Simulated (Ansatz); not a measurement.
A calculation with Ansatz (development build ahead of 0.2.0).

```yaml
crystal:
  periodic: [false, false, false]
  atoms:
    - { symbol: C, position_ang: [0.0, 0.0, -1.02717] }
    - { symbol: S, position_ang: [0.0, 0.0, 0.38519] }
basis:
  gaussian: { orbitals: "6-31G" }
hamiltonian:
  xc: hf
```

The input is written out in the form of the current development build from the run's settings.

Output:

```json
{"Converged": "yes", "Total energy": "-435.20805 hartree", "Spin squared of the determinant": "0.000"}
```

Caution: no unrestricted run beside it, a lower state can exist.
